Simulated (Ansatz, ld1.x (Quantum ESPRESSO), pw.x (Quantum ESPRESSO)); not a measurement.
Ba (Z = 56): does the TM potential hold in the solid?

Ba, norm-conserving Troullier–Martins (Kleinman–Bylander form), made with ld1.x (Quantum ESPRESSO) 7.5 (PBE, scalar-relativistic). Core [Xe], reference 5d0 6s2 6p0. Waves: 6p (bound, empty): rc 4.70 bohr; 5d (bound, empty): rc 4.08 bohr; 6s (bound): rc 4.30 bohr. Local part: the s channel. Core correction: a·sin(br)/r model core inside 2.10 bohr.

Crystal test: bcc Ba in pw.x 7.5, no spin, 9³ k-points, Fermi–Dirac smearing 0.01 Ry, cutoffs 50/200 Ry. The lattice is a test structure that the element need not adopt, and mesh and smearing are coarse.

pw.x input:

```
&control
  calculation='scf', prefix='x', pseudo_dir='./', outdir='./tmp', tstress=.true., disk_io='none'
/
&system
  ibrav=0, nat=1, ntyp=1, ecutwfc=50, ecutrho=200, nbnd=8,
  occupations='smearing', smearing='fd', degauss=0.01
/
&electrons
  conv_thr=1e-09, mixing_beta=0.4, electron_maxstep=70
/
ATOMIC_SPECIES
Ba 1.0 Ba.UPF
CELL_PARAMETERS angstrom
  -2.51468688 2.51468688 2.51468688
  2.51468688 -2.51468688 2.51468688
  2.51468688 2.51468688 -2.51468688
ATOMIC_POSITIONS crystal
Ba 0.0000 0.0000 0.0000
K_POINTS automatic
9 9 9 0 0 0
```

```bash
pw.x < Ba.scf.in > Ba.scf.out
```

Problem. How does the run end?

Solution. It converges; the pressure is 0.40 GPa against 0.01 GPa from all-electron LAPW. The largest radius (4.70 bohr) exceeds half the bond length (4.12 bohr), so the spheres overlap, which is one possible source of error among others. This is a poor potential for the solid. The logarithmic derivative shows an extra or strongly shifted pseudo pole above the reference energy (s near 1.74 Ry). The log shows:

```
     number of electrons       =         2.00
     number of Kohn-Sham states=            8
     kinetic-energy cutoff     =      50.0000  Ry
     charge density cutoff     =     200.0000  Ry
     scf convergence threshold =      1.0E-09
     Exchange-correlation= PBE
     number of k points=    35  Fermi-Dirac smearing, width (Ry)=  0.0100
     iteration #  1     ecut=    50.00 Ry     beta= 0.40
     total energy              =      -8.55430283 Ry
     estimated scf accuracy    <       0.00126126 Ry
     iteration #  2     ecut=    50.00 Ry     beta= 0.40
     total energy              =      -8.55442573 Ry
     estimated scf accuracy    <       0.00044421 Ry
     iteration #  3     ecut=    50.00 Ry     beta= 0.40
     total energy              =      -8.55447096 Ry
     estimated scf accuracy    <       0.00001044 Ry
     iteration #  4     ecut=    50.00 Ry     beta= 0.40
     total energy              =      -8.55447323 Ry
     estimated scf accuracy    <       0.00000002 Ry
     iteration #  5     ecut=    50.00 Ry     beta= 0.40
     total energy              =      -8.55447329 Ry
     estimated scf accuracy    <          2.7E-09 Ry
     iteration #  6     ecut=    50.00 Ry     beta= 0.40
     total energy              =      -8.55447329 Ry
     estimated scf accuracy    <          2.0E-09 Ry
     iteration #  7     ecut=    50.00 Ry     beta= 0.40
     the Fermi energy is     1.7127 ev
!    total energy              =      -8.55447329 Ry
     estimated scf accuracy    <          4.3E-11 Ry
     smearing contrib. (-TS)   =      -0.00642219 Ry
     The total energy is F=E-TS. E is the sum of the following terms:
     one-electron contribution =       1.14786725 Ry
     hartree contribution      =       0.00338983 Ry
     xc contribution           =      -8.16766666 Ry
     ewald contribution        =      -1.53164153 Ry
     convergence has been achieved in   7 iterations
          total   stress  (Ry/bohr**3)                   (kbar)     P=        4.02
     Message from routine punch:
     Nothing written, as per user request (disk_io='none')
```
